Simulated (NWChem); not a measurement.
System: methylamine (CH5N); SMILES NC

All runs: NWChem. Geometry: optimised at PBE0/def2-SVP. Level BLYP/def2-SVP: energy and gradient; each run changes one setting, and changes count from the defaults (medium grid, exact Coulomb integrals, symmetry on).

**Question.** Which setting moves the energy most, and by about how much (Coulomb fitting, Ahlrichs set; defaults; coarse grid; symmetry off; Becke weights)?

**Answer.** Coulomb fitting, Ahlrichs set, by about 400 μHa.
```
setting                        size of the energy change (μHa)  largest change of a gradient component (μHa/bohr)
-----------------------------  -------------------------------  -------------------------------------------------
defaults                                                  < 10                                               < 30
symmetry off                                              < 10                                        other frame
coarse grid                                               < 10                                                 80
Becke weights                                             < 10                                               < 30
Coulomb fitting, Ahlrichs set                              400                                                100
```
